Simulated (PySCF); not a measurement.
Species: C3H8N (doublet state).
Geometry (GFN2-xTB, Å), atoms numbered from 1 in this order:
```
atom  x, y, z in Å
C1    -1.2350   -0.6633    0.1456
C2    -0.0397    0.1899   -0.1078
C3     1.2951   -0.4559   -0.2557
N4    -0.0552    1.4770    0.4620
H5    -1.2334   -1.0934    1.1565
H6    -1.2612   -1.4913   -0.5610
H7    -2.1523   -0.0847    0.0383
H8     1.6738   -0.8536    0.6960
H9     2.0306    0.2572   -0.6280
H10    1.2332   -1.2878   -0.9557
H11    0.6982    2.0684    0.1378
H12   -0.9530    1.9368    0.3901
```

The hyperfine couplings belong to this conformer and change with its torsions.

The species is `C[C](C)N` [radical].

Computed, not measured: UKS B3LYP, pcH-1 on C H N, non-relativistic, mean-field spin-orbit, GIAO (PySCF 2.14.0). The structure is a single GFN2-xTB conformer in the gas phase; no vibrational or solvent corrections. A GFN2-xTB geometry isn't a minimum of the functional, and hyperfine couplings can be far from their values at a DFT geometry. Stability of the SCF solution: not tested.

(1) The isotropic 13C couplings, averaged over equivalent nuclei, are +138.8, -13.9 MHz. Assign them to C1/C3; C2.

(2) The isotropic 1H couplings, averaged over equivalent nuclei, are +52.7, +12.8 MHz. Assign them to H5 (×6); H11/H12.

Results:

(1) 
```
 site  a_iso (MHz)  ρ(0) (bohr⁻³)                 position  distance from C2 (Å)  spin population  largest |T| (MHz)
C1/C3        -13.9        -0.0123           1 bond from C2                  1.49            -0.06                3.6
   C2       +138.8        +0.1235  largest spin population                  0.00            +0.82              145.1
```

(2) 
```tsv
site	a_iso (MHz)	ρ(0) (bohr⁻³)	position	distance from C2 (Å)	bound to	spin population there	largest |T| (MHz)
H5 (×6)	+52.7	+0.0118	β, 2 bonds from C2	2.14	C1/C3	-0.06	8.6
H11/H12	+12.8	+0.0029	β, 2 bonds from C2, on N4 of spin population +0.13	2.03	N4	+0.13	16.5
```

ρ(0) is the spin density at the nucleus and T the dipolar tensor; entries for several nuclei are means. The largest Mulliken spin populations are on C2 (+0.82), N4 (+0.13), H8 (+0.07) and H5 (+0.07). C2 is the only atom above +0.15. The angles at C2 add up to 352.1°, so it is slightly pyramidal.

Examples of negative spin density at the nucleus (bohr⁻³): C1/C3 (-0.0123).

Class means assume fast exchange of nuclei equivalent by connectivity; if that motion is slow, each nucleus keeps its own coupling. The six 1H nuclei of mean +52.7 MHz run from 22.9 to 110.8 MHz in the frozen geometry.
